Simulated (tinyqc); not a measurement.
Worked calculation: Hueckel theory of the pi electrons, for the molecule [CH2-]C=CF (SMILES; centres numbered as the heavy atoms are written). One step of it, computed by the program tinyqc.

Problem. Energy, charges, bond orders. E = sum n x; q_r = z_r - P_rr; bond order p = P_rs; free valence = sqrt(3) - sum of p over the bonds of the atom.

x values: 3.243983  1.353047  -0.075232  -1.441797

occupations: 2.000000  2.000000  2.000000  0.000000

charge and bond-order matrix P, lower triangle:
```
,1C,2C,3C,4F
1C,1.531577
2C,0.675371,1.026251
3C,-0.505325,0.728577,1.454865
4F,0.077110,-0.111177,0.083184,1.987307
```

Centres:
```
centre,"z_r, pi electrons of the neutral centre",h
1C,1,0.000000
2C,1,0.000000
3C,1,0.000000
4F,2,3.080000
```

Bonds:
```
i,j,k
1,2,1
2,3,1
3,4,0.690000
```

Give: pi energy = 6 alpha + this times beta; pi charges; Bond orders and lengths from R = 1.517 - 0.180 p; free valence of the carbons; gap between the highest filled and the next level.

Solution.

pi energy = 6 alpha + this times beta = 9.0436

pi charges: 1C -0.5316, 2C -0.0263, 3C -0.4549, 4F 0.0127

Bond orders and lengths from R = 1.517 - 0.180 p (angstrom, C-C alone):
```
bond,p,R
1-2,0.6754,1.3954
2-3,0.7286,1.3859
3-4,0.0832,-
```

free valence of the carbons: 1C 1.0567, 2C 0.3281, 3C 0.9203

gap between the highest filled and the next level = 1.3666 |beta|
